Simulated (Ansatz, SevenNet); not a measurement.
For hcp Co, the machine-learned potential SevenNet-l3i5 (trained on PBE and PBE+U data) gives:

equilibrium lattice constant a: 2.498 Å
c axis length: 4.001 Å

Question: What does r²SCAN-D4 in Ansatz (plane waves, PAW) give for the same quantities?

Answer: 
- lattice constant a: 2.464 Å (shrinks by 1.4 %)
- lattice parameter c: 4.011 Å (grows by 0.2 %)

For comparison: lattice constant a 2.507 Å (measured, 293 K, not corrected to a static lattice; as tabulated in Wikipedia's data pages); lattice parameter c 4.07 Å (measured, 293 K, no zero-point or thermal correction; as tabulated in Wikipedia's data pages).

Changes are worked out from the printed values.

Unless a cell is named, each level is at its own relaxed cell (SevenNet-l3i5 10.81, r²SCAN-D4 10.55 Å³/atom).

Spin-polarised runs: r²SCAN-D4 (parallel moments).

Ansatz's density-functional and Hartree–Fock values are scalar-relativistic unless marked +SOC, with PAW data made under PBE.

Ansatz is a quantum-chemistry and plane-wave program.
